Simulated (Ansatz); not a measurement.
System: rock-salt ZrC. Method: PBE0 in Ansatz (plane waves, PAW).

Run with plane-wave cutoff 460 eV, 10×10×10 k mesh, Fermi–Dirac smearing 0.05 eV, scalar-relativistic PAW data made under PBE.

Energies at three volumes about the minimum:

```
V (Å³/atom)  E − E_lowest (meV/atom)
-----------  -----------------------
12.589                          5.30
12.785                          0.00
13.234                          4.89
```

Question: Fit a parabola by hand: where is the minimum, what lattice constant follows, and what is the bulk modulus?

Answer: Slopes: (0.00 − 5.30)/(12.785 − 12.589) = -27.041 and (4.89 − 0.00)/(13.234 − 12.785) = 10.891 meV/Å³. Curvature E″ = 2 × (10.891 − (-27.041))/(13.234 − 12.589) = 117.619 meV/Å⁶. From the middle of the first interval, the slope vanishes at V0 = 12.6870 − (-27.041)/117.619 = 12.917 Å³/atom. B = V0 E″ = 12.917 × 117.619 meV/Å³ × 0.1602 GPa per meV/Å³ = 243 GPa. With 8 atoms in the cube, a = (8 × 12.917)^(1/3) = 4.693 Å. The full Birch–Murnaghan fit to all volumes gives V0 = 12.911 Å³/atom and B0 = 239 GPa.

Measured, for comparison: bulk modulus 223 GPa (temperature not stated, not corrected to a static lattice, from single-crystal elastic constants, sources range from 208 to 223; as tabulated in arXiv:1102.4063); lattice constant a 4.696 Å (temperature not stated, not corrected to a static lattice; as tabulated in Zhang et al. (2018), doi:10.1088/1367-2630/aac7f0). Computed less measured: bulk modulus +7 % (+7 % to +15 % over the range).

Ansatz is a first-principles code.
